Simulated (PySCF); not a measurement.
Gas-phase reaction: 2 Si(CH3)4 + C2H4 + 2 CH3SiH ⇌ 4 (CH3)3Si

Computed with PySCF (xtb for GFN2) and rigid-rotor harmonic-oscillator thermochemistry at 1 bar. † marks an energy on the PBE0/def2-TZVP geometry and frequencies; other levels use their own. CCSD(T) freezes the core. 6-31G* has spherical d functions here. Open shells (unrestricted): (CH3)3Si (multiplicity 2); the rest are closed-shell singlets. GFN2 has no spin-polarisation term. CH3SiH, (CH3)3Si: computed as isolated molecules; such fragments, hydroxides, amides, oligomers or adducts are transient or little studied in the gas. CCSD(T) isn't extrapolated to the basis-set limit. The harmonic model lacks anharmonicity and excited electronic states, which grow with temperature; levels with a mode under 35 cm⁻¹ are left out. Internal rotation in Si(CH3)4, CH3SiH, (CH3)3Si is treated as a harmonic vibration of one conformer, which makes the entropy rough.

```csv
level,"ΔE electronic, kJ","ΔH°(298 K), kJ","ΔS°(298 K), J/K","ΔG°(600 K), kJ"
CCSD(T)/def2-SVP†,55,77,-105,139
GFN2-xTB,188,213,-100,273
HF/6-31G*,-55,-32,-102,29
HF/def2-TZVP†,-65,-43,-105,19
M06-2X/def2-TZVP†,12,33,-105,96
PBE/def2-TZVP†,-20,1,-105,64
ωB97M-V/def2-TZVP†,70,92,-105,154
ωB97X-V/def2-TZVP†,27,49,-105,111
```
ΔH° is lowest at HF/def2-TZVP† and highest at GFN2-xTB. No reference value is set beside these.
